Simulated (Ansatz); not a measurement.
# The cluster Ti2N2: reading failed and doubtful runs

Aim: try 3 inputs for the cluster Ti2N2 as typed, read how each ends, and find what has to change.

Computed with Ansatz 0.2.0, Gaussian basis. Level: the settings change from run to run.

1 further run of the same task is left out (set aside as unsound or not needed).

**1. The molecule**

The geometry comes from an earlier relaxation with r2SCAN-D4/def2-SVP; it is a stationary point.

4 atoms, charge 0, spin multiplicity 1.

Atoms are counted from 1 here; the program's logs count them from 0.

Bond lengths: Ti1–N3 1.766 Å, Ti1–N4 1.766 Å, Ti2–N3 1.766 Å, Ti2–N4 1.766 Å. Angles: N3–Ti1–N4 89.5°, N3–Ti2–N4 89.5°, Ti1–N3–Ti2 90.5°, Ti1–N4–Ti2 90.5°.

**2. Try 1**

in.yaml

```yaml
crystal:
  periodic: [false, false, false]
  atoms:
    - {symbol: Ti, position_ang: [2.346537, -1.882625, -1.208545]}
    - {symbol: Ti, position_ang: [0.645548, -0.103270, -0.593266]}
    - {symbol: N, position_ang: [0.713669, -1.704569, -1.357297]}
    - {symbol: N, position_ang: [2.494286, -0.063000, -0.165698]}
basis:
  gaussian: {orbitals: aug-cc-pVDZ, fitting: {mean_field: cc-pVTZ-jkfit}}
hamiltonian: {xc: {name: revPBE}, dispersion: d4}
```

The run is started by

```console
$ ansatz run in.yaml --threads 4 --pin off --events-out ev --progress --plain --max-ram 3916MiB
```

The log of the run:

```text
Functional definition: revPBE
  name "revPBE"
  cite "Zhang & Yang, Phys. Rev. Lett. 80, 890 (1998) doi:10.1103/PhysRevLett.80.890"
  cite "Perdew, Burke & Ernzerhof, Phys. Rev. Lett. 77, 3865 (1996) doi:10.1103/PhysRevLett.77.3865"
  parameter kappa = 1.245
  parameter beta = 0.06672455060314922
  exchange = pbe_x(kappa = kappa, mu = beta*pi^2/3)
  correlation = pbe_c(beta = beta)
Error: <dir> the basis set cc-pVTZ-JKFIT has no functions for Ti
```

Run time: 0.05 s. Hardware: 4 threads of Arm Neoverse V2, shared host.

What is wrong: Refused before any calculation. The fitting set named has no entry for an element of this molecule. Cure: leave the fitting key out, or name a set that covers all elements and suits the basis. Its coordinates are also moved off the relaxed structure.

**3. Try 2**

in.yaml

```yaml
crystal:
  periodic: [false, false, false]
  atoms:
    - {symbol: Ti, position_ang: [2.423678, -1.757488, -1.148999]}
    - {symbol: Ti, position_ang: [0.655286, -0.079260, -0.561072]}
    - {symbol: N, position_ang: [0.662745, -1.699474, -1.262461]}
    - {symbol: N, position_ang: [2.417491, -0.129777, -0.465168]}
basis:
  gaussian: {orbitals: 6-31G, nuclear_model: gaussian}
hamiltonian: {xc: {name: B2PLYP}, dispersion: d4}
scf: {omitted_lower_state_checks: [starts]}
output: {forces: true}
```

The command is unchanged.

The log of the run:

```text
Error: invalid value for `hamiltonian.dispersion`: no damping is tabulated for this functional; type it, or the functional that lends it
```

It took 0.05 s on 4 threads of Arm Neoverse V2, shared host.

What is wrong: The program refused the input. The dispersion term doesn't go with the functional. To mend it, leave the dispersion key out, or pick one that has parameters for this functional.

**4. Try 3**

in.yaml

```yaml
crystal:
  periodic: [false, false, false]
  atoms:
    - {symbol: Ti, position_ang: [2.229784, -1.616889, -1.057079]}
    - {symbol: Ti, position_ang: [0.602863, -0.072919, -0.516186]}
    - {symbol: N, position_ang: [0.609725, -1.563516, -1.161464]}
    - {symbol: N, position_ang: [2.224091, -0.119395, -0.427955]}
basis:
  gaussian: {orbitals: def2-mTZVP, fitting: {mean_field: def2-universal-jkfit}, final_grid: {core_spheres: 20, valence_spheres: 16, degree: 47}}
magnetization: {spin_polarized: true, initial_magnetization: 1}
hamiltonian: {xc: {name: wB97X-V}}
scf: {omitted_lower_state_checks: [starts]}
output: {forces: true}
```

Same command.

The log of the run:

```text
Error: a molecule whose nuclei and cores have a total charge of 58 cannot have a net charge of 0 together with 1 unpaired electrons
```

It took 0.05 s on 4 threads of Arm Neoverse V2, shared host.

**Diagnosis.** Refused before any calculation. The number of unpaired electrons doesn't fit the electron count. Its coordinates are also moved off the relaxed structure. Fix: make charge and initial_magnetization agree: an even electron count takes an even number of unpaired electrons.

**5. Summary**

| try | level | ended | cause | time |
| --- | --- | --- | --- | --- |
| 1 | revPBE/aug-cc-pVDZ | refused | the fitting set named has no entry for an element of this molecule | 0.05 s |
| 2 | B2PLYP/6-31G | refused | the dispersion term doesn't go with the functional | 0.05 s |
| 3 | wB97X-V/def2-mTZVP | refused | the number of unpaired electrons doesn't fit the electron count | 0.05 s |

3 refused. A refusal costs next to no computing time.
